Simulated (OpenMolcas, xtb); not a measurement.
**AlH5S (SMILES [AlH3-][SH2+]): the dipole moment, rung by rung**

The species is AlH5S (7 atoms), meant as a singlet with charge 0. As SMILES, `[AlH3-][SH2+]`. Geometry: a GFN2-xTB relaxation, a rough one for these elements and not checked as a minimum.

Quantity: the dipole moment, in D. The values are calculated.

| level | kind | program | value (D) | CPU time |
| --- | --- | --- | --- | --- |
| GFN2-xTB | semi-empirical | xtb | 2.87 | under 2 s |
| GFN0-xTB | semi-empirical | xtb | 4.64 | under 2 s |
| GFN1-xTB | semi-empirical | xtb | 3.96 | under 2 s |
| HF/ANO-R0 (sfX2C) | Hartree–Fock | OpenMolcas | 4.63 | 2.1 s |
| HF/STO-3G | Hartree–Fock | OpenMolcas | 3.05 | 1.3 s |
| HF/3-21G | Hartree–Fock | OpenMolcas | 3.22 | 1.4 s |
| HF/def2-SVP | Hartree–Fock | OpenMolcas | 3.50 | 2.3 s |
| SVWN5/cc-pVDZ | LDA | OpenMolcas | 3.59 | 8.1 s |
| B3LYP/6-31G* (spherical functions) | global hybrid | OpenMolcas | 3.52 | 8.8 s |
| B3LYP/6-31G* (Cartesian functions) | global hybrid | OpenMolcas | 3.52 | 9.1 s |

The values span 2.87 to 4.64 D. Sets without polarisation functions give poor dipoles. Without the sets that lack polarisation functions the rows with a basis span only 3.50 to 3.59 D. CPU times are rough (shared hosts, several kinds of processor): they show what a rung costs within a factor of a few.
